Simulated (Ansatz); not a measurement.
```yaml
crystal:
  periodic: [false, false, false]
  atoms:
    - {symbol: C, position_ang: [-0.780819, 0.638463, 0.345253]}
    - {symbol: C, position_ang: [-0.184421, -0.686833, 0.802155]}
    - {symbol: C, position_ang: [0.534467, -1.141432, -0.457587]}
    - {symbol: O, position_ang: [0.963478, 0.039383, -1.118826]}
    - {symbol: C, position_ang: [0.325124, 1.173635, -0.550633]}
    - {symbol: H, position_ang: [-1.024520, 1.314837, 1.165768]}
    - {symbol: H, position_ang: [-1.691584, 0.463970, -0.234649]}
    - {symbol: H, position_ang: [-0.928794, -1.405720, 1.147500]}
    - {symbol: H, position_ang: [0.532023, -0.521467, 1.611860]}
    - {symbol: H, position_ang: [1.407327, -1.767493, -0.253723]}
    - {symbol: H, position_ang: [-0.142838, -1.703629, -1.114818]}
    - {symbol: H, position_ang: [-0.046467, 1.811136, -1.357609]}
    - {symbol: H, position_ang: [1.057322, 1.750548, 0.030109]}
basis:
  gaussian: {orbitals: "6-31G*"}
magnetization: {spin_polarized: true, initial_magnetization: 2}
hamiltonian: {xc: {name: PBE1PBE}}
```

```sh
$ ansatz run in.yaml --threads 4 --pin off --events-out ev --progress --plain --max-ram 10444MiB
```

Shortened log:

```
Error: YAML parse error: error: line 20 column 19: hamiltonian.xc: no functional is named "PBE1PBE"; the names, which are not case-sensitive, are SVWN5, SPW92, PBE, PBE0, PBEsol, revPBE, revPBE0, RPBE, rPW86-PBE, HSE06, wPBEh, LC-wPBE, HISS, HF, BLYP, B3LYP, B3LYP5, BHLYP, CAM-B3LYP, r2SCAN, r2SCANh, r2SCAN0, r2SCAN50, m-r2SCAN, B97, wB97, wB97X, wB97X-V, B97M-V, wB97M-V, B2PLYP, B2GP-PLYP, PBE0-DH, PBE-QIDH
18 |   gaussian: {orbitals: "6-31G*"}
19 | magnetization: {spin_polarized: true, initial_magnetization: 2}
20 | hamiltonian: {xc: {name: PBE1PBE}}
```

In this input the method's name isn't one that the program takes here. The program refused the input.
